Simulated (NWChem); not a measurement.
Molecule: formaldehyde (CH2O); SMILES C=O

Results from NWChem. Pople sets run with spherical d functions. The geometry was optimised at PBE0/def2-SVP.

Question: Taking B3LYP/aug-cc-pVTZ as the yardstick, which of these has the fewest basis functions while keeping “highest occupied level (eV)” within 0.2 eV of it: B3LYP/def2-SVPD; B3LYP/6-31+G*; B3LYP/6-31G*; B3LYP/3-21G; B3LYP/def2-SVP; B3LYP/6-311++G**; B3LYP/STO-3G; B3LYP/def2-TZVP?

Answer: B3LYP/6-31+G*.
| level | basis functions | highest occupied level (eV) |
|---|---|---|
| B3LYP/STO-3G | 12 | -4.55 |
| B3LYP/3-21G | 22 | -7.04 |
| B3LYP/6-31G* | 32 | -7.29 |
| B3LYP/def2-SVP | 38 | -7.37 |
| B3LYP/6-31+G* | 40 | -7.66 |
| B3LYP/6-311++G** | 58 | -7.67 |
| B3LYP/def2-SVPD | 59 | -7.69 |
| B3LYP/def2-TZVP | 74 | -7.62 |
| B3LYP/aug-cc-pVTZ | 138 | -7.66 |

The yardstick is one finite set, not the basis-set limit.
